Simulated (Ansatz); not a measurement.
# Which is lower?

Two relaxed structures of AlH2S, doublet (PBE0-D4/def2-TZVP; forces vanish, vibrations not checked).

A:

```tsv
atom	x (Å)	y (Å)	z (Å)
Al1	0.0884	-0.1170	-0.1040
S2	1.6158	0.1378	1.4578
H3	-1.2275	-0.9327	0.3069
H4	0.8987	-0.5418	2.3712
```

B:

Al1  (-0.118, 0.015, -0.134)
S2  (1.313, -0.167, 1.485)
H3  (-1.338, -0.991, -0.140)
H4  (0.144, 1.143, -1.211)
(Å)

Ansatz 0.2.0; basis: def2-TZVPP; cores frozen in the correlated methods; orbitals are unrestricted. B3LYP uses VWN-RPA correlation.

**Question.** Which structure is lower at CCSD(T), and by how much? (To be estimated.)

**Answer.** Computed: A, by 5.00 kcal/mol (electronic energy, against the other). By their contacts, A is AlH₂S ([AlH][SH]) and B is AlH₂S ([AlH2][S]).

**Question.** Do the other methods give the same order? (A judgement: the text doesn't fix the answer.)

**Answer.** By the calculation: Not all: HF gives the other order.

```csv
method,E(B) − E(A) (kcal/mol)
PBE-D4,8.95
r2SCAN-D4,7.32
PBE0-D4,8.07
B3LYP-D4,4.81
wB97M-V,4.55
HF,-1.40
MP2,8.24
CCSD,3.77
CCSD(T),5.00
```

T1 diagnostic: at most 0.015. ⟨S²⟩ of the unrestricted Hartree–Fock references: 0.75 to 0.76 (a pure state has 0.75).

Labels in which every atom is bracketed show which atoms are joined, not bond orders.

For scale, one of the runs: CCSD(T)/def2-TZVPP, 112 basis functions, launched by `ansatz run in.yaml --threads 2 --pin off --events-out ev --progress --plain --max-ram 4352MiB`. The run took 6 s on 2 CPU threads of an Arm Neoverse V2 (shared host), with 0.73 GiB of host memory at its peak.
